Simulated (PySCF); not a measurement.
# Bonding in `C#CCC(=O)[O-]`

C4H3O2 (charge -1).
SMILES with atom numbers: `[CH:1]#[C:2][CH2:3][C:4](=[O:5])[O-:6]` (hydrogens: H7 on C1; H8, H9 on C3)

Geometry (GFN2-xTB, Å), atoms numbered from 1 in this order:
```xyz
9
C4H3O2 angstrom
C      1.8795    0.3817   -0.9087
C      0.9293   -0.1214   -0.3722
C     -0.2174   -0.6855    0.2668
C     -1.3118    0.4793    0.5825
O     -2.1361    0.6620   -0.3129
O     -1.1910    1.0072    1.6876
H      2.6959    0.8484   -1.3755
H     -0.6956   -1.4216   -0.3851
H      0.0609   -1.1440    1.2196
```

Bond orders from the PBE0/pcSseg-1 density (PySCF). One conformer (not necessarily the lowest) at the GFN2-xTB geometry, without solvent, vibrations or thermal averaging. The pcSseg-1 basis has no diffuse functions, a weakness for an anion.

**Question.** How far do the computed orders between heavy atoms stray from the drawn ones?

**Answer.** The largest departure is 0.782, at C4–O6 (drawn single, 1.782). Drawn single, order above 1.12: C4–O6 (1.782). Drawn single, order below 0.88: C3–C4 (0.829). Drawn double or triple, more than 0.30 short of the drawn order: C1–C2 (2.525). The SMILES, with its formal charges, is one Lewis structure only.

**Question.** Set the Mayer orders of the bonds between heavy atoms beside their lengths.

**Answer.** 
| bond | drawn as | length (Å) | Mayer order |
| --- | --- | --- | --- |
| C1–C2 | triple | 1.202 | 2.525 |
| C2–C3 | single | 1.429 | 1.111 |
| C3–C4 | single | 1.629 | 0.829 |
| C4–O5 | double | 1.231 | 1.782 |
| C4–O6 | single | 1.231 | 1.782 |

Bonds between the same two heavy elements. C–C: lowest C3–C4 (0.829, 1.629 Å), highest C1–C2 (2.525, 1.202 Å). C–O: all 2 within 0.02 of one another (1.782 to 1.782).

**Question.** And the bonds to hydrogen?

**Answer.** C–H: 0.92 to 1.14 (3 bonds).

**Question.** Sum the orders of all bonds at each heavy atom with more than one neighbour and set the sums beside the valence in the SMILES.

**Answer.** C1 3.665 (drawn 4), C2 3.636 (drawn 4), C3 3.784 (drawn 4), C4 4.393 (drawn 4). Orders between atoms that aren't bonded are not in these sums.

Mayer orders depend on the basis set.
